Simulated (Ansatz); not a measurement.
The input, for Ansatz 0.2.0:

```yaml
crystal:
  periodic: [false, false, false]
  atoms:
    - {symbol: Al, position_ang: [0.000001, -0.162615, 2.220099]}
    - {symbol: C, position_ang: [-0.000032, -0.075678, 0.288964]}
    - {symbol: O, position_ang: [0.000003, -0.291771, -0.998684]}
    - {symbol: H, position_ang: [0.000028, 0.530064, -1.510380]}
basis:
  gaussian: {orbitals: cc-pVDZ}
total_charge: 1
magnetization: {spin_polarized: false, initial_magnetization: 1}
correlation: {method: sc_nevpt2, electrons: outside_noble_gas, active_space: {window: {electrons: 9, orbitals: 9}}}
```

```sh
$ ansatz run in.yaml --threads 1 --pin off --events-out ev --progress --plain --max-ram 2393MiB
```

Output:

```
488 factors; integrals over basis functions are off by at most 1.1e-3 eV
mean field evaluation 1: about -9644.4553 eV, gradient 5.8e1 eV
mean field evaluation 2: about -9644.4584 eV, gradient 5.8e1 eV
mean field evaluation 4: about -9655.1080 eV, gradient 7.5e0 eV
mean field evaluation 8: about -9656.2608 eV, gradient 1.7e0 eV
mean field evaluation 16: about -9656.3541 eV, gradient 2.1e-6 eV
mean field evaluation 32: about -9655.5796 eV, gradient 1.3e-3 eV
mean field evaluation 64: about -9644.4329 eV, gradient 5.8e1 eV
mean field evaluation 96: about -9656.2466 eV, gradient 3.9e0 eV
mean field -9656.35412382 eV, -354.8644687385 hartree, gradient 4.7e-6 eV, S^2 0.750000; 8 other end points of the search recorded, 0 dependent functions left out
reference -9656.35412382 eV, -354.8644687385 hartree; 14, 13 occupied and 37, 38 virtual orbitals, 488 factors
state -9660.18181219 eV, -355.0051336917 hartree
state -9660.18181219 eV, -355.0051336917 hartree; corrected -9664.73439665 eV, -355.1724380848 hartree
state -9659.29359973 eV, -354.9724924858 hartree
state -9659.29359973 eV, -354.9724924858 hartree; corrected -9664.96019321 eV, -355.1807359551 hartree
state -9659.29359973 eV, -354.9724924858 hartree; corrected -9664.96019321 eV, -355.1807359551 hartree
WARN: the results are in doubt because another end's mean lies 0.888 eV lower, and its corrected mean 0.226 eV higher
Total energy: -9664.96019321 eV, -355.1807359551 hartree
In doubt: another end's mean lies 0.888 eV lower, and its corrected mean 0.226 eV higher
```

Ran on 1 thread of AMD EPYC 9R45, shared host: 6.5 s wall, 0.22 GiB peak host memory.
